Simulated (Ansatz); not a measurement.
Candidates: antifluorite Mg₂Si, C11b MoSi₂, C11b WSi₂, AlB2-type TiB₂, AlB2-type HfB₂, AlB2-type ZrB₂. Level: PBE in Ansatz (plane waves, PAW).

Ansatz's runs of these crystals have no spin polarisation.

Spin–orbit coupling is left out, also for the solids with elements from indium on (C11b WSi2, AlB2-type HfB2); its size isn't shown.

Each level is taken at its own relaxed cell. Ansatz's density-functional and Hartree–Fock values are scalar-relativistic unless marked +SOC, with PAW data made under PBE.

Q: Which of them have a computed elastic constant C11 between 250 and 490 GPa?

A: C11b MoSi₂, C11b WSi₂. The values: antifluorite Mg₂Si 116 GPa; C11b MoSi₂ 393 GPa; C11b WSi₂ 421 GPa; AlB2-type TiB₂ 650 GPa; AlB2-type HfB₂ 595 GPa; AlB2-type ZrB₂ 562 GPa.

Ansatz is a program for electronic structure.
